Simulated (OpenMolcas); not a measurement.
# One shape, several levels: SOF2 (thionyl fluoride)

Aim: a comparison of 6 runs (B3LYP/6-31G*, PBE/aug-cc-pVDZ, PBE0/aug-cc-pVDZ, TPSS/aug-cc-pVDZ, r2SCAN/aug-cc-pVDZ, CCSD(T)/aug-cc-pVDZ) of SOF2 (thionyl fluoride). 

The results are computed with OpenMolcas 26.06.

1 further run of the same task is left out (set aside as unsound or not needed).

### Step 1. The structure to begin with

The species is SOF2 (4 atoms), meant as a singlet with charge 0. SMILES: `O=S(F)F`. The shape is that of a PBE0-D4/def2-TZVP optimisation.

Bond lengths: O1–S2 1.419 Å, S2–F3 1.588 Å, S2–F4 1.588 Å. Angles: O1–S2–F3 106.5°, O1–S2–F4 106.4°, F3–S2–F4 93.0°.

### Step 2. Energy and gradient at B3LYP/6-31G(d) (spherical functions) (run 1)

The input, geom.xyz:

```xyz
4

O      0.932400     0.066600    -1.017800
S     -0.151300    -0.426200    -0.245700
F     -1.124400     0.804200     0.000400
F      0.343300    -0.444600     1.263100
```

The input, job.inp:

```
&GATEWAY
  BasLib=$CurrDir
  Coord=geom.xyz
  Basis=6-31Gs
  Group=NoSym

&SEWARD
  GridInput
  Grid=UltraFine
  End of Grid

&SCF
  KSDFT=B3LYP
  Thresholds=1e-10 1e-07 1e-07 1e-05
  PrOrbitals=1

&ALASKA
```

The basis set 6-31G* is read from a file made from the Basis Set Exchange's data (not shown).

On the command line:

```sh
$ export MOLCAS_MEM=1860
$ pymolcas job.inp > job.log
```

Log:

```text
--- Start Module: gateway ---
[...]
--- Stop Module: gateway /rc=_RC_ALL_IS_WELL_ ---
[...]
      Basis functions           60
[...]
--- Start Module: scf ---
[...]
       Convergence after  14 Iterations
[...]
::    Total KS-DFT energy                            -673.0351919998
[...]
      Total spin, S                                     0.0000000000
[...]
      Total electronic charge=   42.000000
      Total            charge=   -0.000000
[...]
      Dipole Moment (debye):
      Origin of the operator (angstrom)=   -0.0554   -0.0666   -0.0015
                   X= -1.1700E+00               Y= -1.2650E+00               Z=  1.0833E-01           Total=  1.7265E+00
      Quadrupole Moment (debye*angstrom):
[...]
--- Stop Module: scf /rc=_RC_ALL_IS_WELL_ ---
[...]
--- Start Module: alaska ---
[...]
 *              Molecular gradients               *
 **************************************************
  Irreducible representation: a
 ------------------------------------------------------------------------------------------
                              X                       Y                       Z
 ------------------------------------------------------------------------------------------
  O1               -3.13570546885060E-02   -1.28950492884989E-02    2.37031909180949E-02
  S2                2.18882763697508E-02    3.06593312425179E-02    4.84966993075009E-03
  F3                1.63289264815951E-02   -1.87539471500351E-02   -4.30186378783359E-03
  F4               -6.86014816293845E-03    9.89665195970879E-04   -2.42509970609994E-02
 ------------------------------------------------------------------------------------------
--- Stop Module: alaska /rc=_RC_ALL_IS_WELL_ ---
[...]
```

Run time: 21 s. Hardware: 1 thread of Intel Xeon Platinum 8259CL at 2.50GHz (Skylake/Cascade Lake), shared host; peak memory 0.4 GiB.

### Step 3. Energy and forces at PBE/aug-cc-pVDZ (run 2)

The input, coord.xyz:

```xyz
4

O      0.932400     0.066600    -1.017800
S     -0.151300    -0.426200    -0.245700
F     -1.124400     0.804200     0.000400
F      0.343300    -0.444600     1.263100
```

The input, calc.inp:

```
&gateway
baslib
$CurrDir
coord
coord.xyz
basis
aug-cc-pVDZ
group
NoSym
&seward
gridinput
Grid=UltraFine
End of Grid
&scf
ksdft
PBE
thresholds
1e-10 1e-07 1e-07 1e-05
prorbitals
1 1
&alaska
```

The basis set aug-cc-pVDZ is read from a file made from the Basis Set Exchange's data (not shown).

On the command line:

```sh
$ export MOLCAS_MEM=1860
$ pymolcas calc.inp > calc.log
```

Log:

```text
--- Start Module: gateway ---
[...]
--- Stop Module: gateway /rc=_RC_ALL_IS_WELL_ ---
[...]
      Basis functions           96
[...]
--- Start Module: scf ---
[...]
       Convergence after  17 Iterations
[...]
::    Total KS-DFT energy                            -672.6803037405
[...]
      Total spin, S                                     0.0000000000
[...]
      Total electronic charge=   42.000000
      Total            charge=   -0.000000
[...]
      Dipole Moment (debye):
      Origin of the operator (angstrom)=   -0.0554   -0.0666   -0.0015
                   X= -1.0106E+00               Y= -1.1542E+00               Z=  3.2697E-02           Total=  1.5345E+00
      Quadrupole Moment (debye*angstrom):
[...]
--- Stop Module: scf /rc=_RC_ALL_IS_WELL_ ---
[...]
--- Start Module: alaska ---
[...]
 *              Molecular gradients               *
 **************************************************
  Irreducible representation: a
 ------------------------------------------------------------------------------------------
                              X                       Y                       Z
 ------------------------------------------------------------------------------------------
  O1               -6.52212216462047E-02   -2.88148151428498E-02    4.73138559731829E-02
  S2                4.71487755098217E-02    7.07307123486274E-02    1.51234264433802E-02
  F3                3.62253428715960E-02   -4.40982109950827E-02   -7.82911612852866E-03
  F4               -1.81528967352449E-02    2.18231378926959E-03   -5.46081662880411E-02
 ------------------------------------------------------------------------------------------
--- Stop Module: alaska /rc=_RC_ALL_IS_WELL_ ---
[...]
```

It took 47 s on 1 thread of Intel Xeon Platinum 8259CL at 2.50GHz (Skylake/Cascade Lake), shared host; peak memory 0.53 GiB.

Run 3 isn't shown in full; the table further down has it.

### Step 4. Energy and gradient at TPSS/aug-cc-pVDZ (run 4)

coord.xyz is that of step 3.

The input, test.inp:

```
&GATEWAY
BasLib
$CurrDir
Coord
coord.xyz
Basis
aug-cc-pVDZ
Group
NoSym
&SEWARD
GridInput
Grid=UltraFine
End of Grid
&SCF
KSDFT
2
1.0 MGGA_X_TPSS
1.0 MGGA_C_TPSS
Thresholds
1e-10 1e-07 1e-07 1e-05
PrOrbitals
1 1
&ALASKA
```

The basis set aug-cc-pVDZ is read from a file made from the Basis Set Exchange's data (not shown).

On the command line:

```sh
$ export MOLCAS_MEM=1860
$ pymolcas test.inp > test.log
```

Log:

```text
--- Start Module: gateway ---
[...]
--- Stop Module: gateway /rc=_RC_ALL_IS_WELL_ ---
[...]
      Basis functions           96
[...]
--- Start Module: scf ---
[...]
       Convergence after  17 Iterations
[...]
::    Total KS-DFT energy                            -673.1471430539
[...]
      Total spin, S                                     0.0000000000
[...]
      Total electronic charge=   42.000000
      Total            charge=   -0.000000
[...]
      Dipole Moment (debye):
      Origin of the operator (angstrom)=   -0.0554   -0.0666   -0.0015
                   X= -1.0230E+00               Y= -1.1720E+00               Z=  2.9517E-02           Total=  1.5560E+00
      Quadrupole Moment (debye*angstrom):
[...]
--- Stop Module: scf /rc=_RC_ALL_IS_WELL_ ---
[...]
--- Start Module: alaska ---
[...]
 *              Molecular gradients               *
 **************************************************
  Irreducible representation: a
 ------------------------------------------------------------------------------------------
                              X                       Y                       Z
 ------------------------------------------------------------------------------------------
  O1               -6.18371168733240E-02   -2.73499769622241E-02    4.48283680522721E-02
  S2                4.45859434833640E-02    6.75226174456647E-02    1.49290024843056E-02
  F3                3.40631855166755E-02   -4.17360050434024E-02   -7.99682733922769E-03
  F4               -1.68120121267936E-02    1.56336455991113E-03   -5.17605431972719E-02
 ------------------------------------------------------------------------------------------
--- Stop Module: alaska /rc=_RC_ALL_IS_WELL_ ---
[...]
```

It took 73 s on 1 thread of Intel Xeon Platinum 8259CL at 2.50GHz (Skylake/Cascade Lake), shared host; peak memory 0.53 GiB.

Run 5 isn't shown in full; the table further down has it.

### Step 5. The energy at CCSD(T)/aug-cc-pVDZ (Cholesky decomposition) (run 6)

The input, test.inp:

```
* F2OS CCSD(T)

&GATEWAY
  BasLib=$CurrDir
  Coord
  4
  angstrom
  O        0.932400       0.066600      -1.017800
  S       -0.151300      -0.426200      -0.245700
  F       -1.124400       0.804200       0.000400
  F        0.343300      -0.444600       1.263100
  Basis=aug-cc-pVDZ
  Group=NoSym

&SEWARD
  High

&SCF
  Thresholds=1e-10 1e-07 1e-07 1e-05
  PrOrbitals=1 1

&CHCC
  Frozen=8
  Threshold=1e-08
  MaxIterations=80

&CHT3
  Frozen=8
```

The basis set aug-cc-pVDZ is read from a file made from the Basis Set Exchange's data (not shown).

On the command line:

```sh
$ export MOLCAS_MEM=1860
$ pymolcas test.inp > test.log
```

Log:

```text
--- Start Module: gateway ---
[...]
--- Stop Module: gateway /rc=_RC_ALL_IS_WELL_ ---
[...]
      Basis functions           96
[...]
       Convergence after  14 Iterations
[...]
::    Total SCF energy                               -671.2381685999
[...]
      Total spin, S                                     0.0000000000
[...]
      Total electronic charge=   42.000000
      Total            charge=   -0.000000
[...]
      Dipole Moment (debye):
      Origin of the operator (angstrom)=   -0.0554   -0.0666   -0.0015
                   X= -1.3903E+00               Y= -1.5849E+00               Z=  4.7969E-02           Total=  2.1088E+00
      Quadrupole Moment (debye*angstrom):
[...]
--- Start Module: chcc ---
[...]
--- Stop Module: chcc /rc=_RC_ALL_IS_WELL_ ---
[...]
--- Start Module: cht3 ---
[...]
--- Stop Module: cht3 /rc=_RC_ALL_IS_WELL_ ---
[...]
```

Run time: 7.6 min. Hardware: 1 thread of Intel Xeon Platinum 8259CL at 2.50GHz (Skylake/Cascade Lake), shared host; peak memory 0.15 GiB.

### Step 6. All runs side by side

```
run                                         level  integral approximation      task  energy (Eh)  dipole moment (D) of the reference  HOMO energy (eV)  LUMO energy (eV)  wall time
  1            B3LYP/6-31G* (spherical functions)                    none  gradient  -673.035192                                1.73             -9.02             -0.94       21 s
  2                               PBE/aug-cc-pVDZ                    none  gradient  -672.680304                                1.53             -8.18             -2.31       47 s
  3                              PBE0/aug-cc-pVDZ                    none  gradient  -672.694064                                1.69             -9.72             -1.33       56 s
  4                              TPSS/aug-cc-pVDZ                    none  gradient  -673.147143                                1.56             -8.26             -2.19       73 s
  5                            r2SCAN/aug-cc-pVDZ                    none  gradient  -672.958708                                1.59             -8.49             -2.11       57 s
  6  CCSD(T)/aug-cc-pVDZ (Cholesky decomposition)                 CD high    energy  -672.031910                                2.11            -13.56              1.82    7.6 min
```

### Step 7. Results

| quantity | value |
| --- | --- |
| run 6: total energy | -672.03191 Eh |
| run 6: dipole moment (mean-field density) | 2.11 D |
| run 6: HOMO energy (Hartree–Fock orbitals) | -13.56 eV |
| run 6: LUMO energy (Hartree–Fock orbitals) | 1.82 eV |
| run 6: HOMO–LUMO gap (Hartree–Fock orbitals) | 15.37 eV |
| run 6: correlation energy (8 core orbitals frozen) | -793.7 mEh |
| run 6: (T) correction | -26.25 mEh |

**Reading.** Over runs 1, 2, 3, 4, 5 the dipole moment (its size) runs from 1.53 D (PBE/aug-cc-pVDZ) to 1.73 D (B3LYP/6-31G*). The two ends differ in method and basis. Over runs 1, 2, 3, 4, 5 the HOMO–LUMO gap runs from 5.87 eV (PBE/aug-cc-pVDZ) to 8.38 eV (PBE0/aug-cc-pVDZ). Totals of different functionals can't be ranked against each other. All runs together took 12 min, the longest 7.6 min.
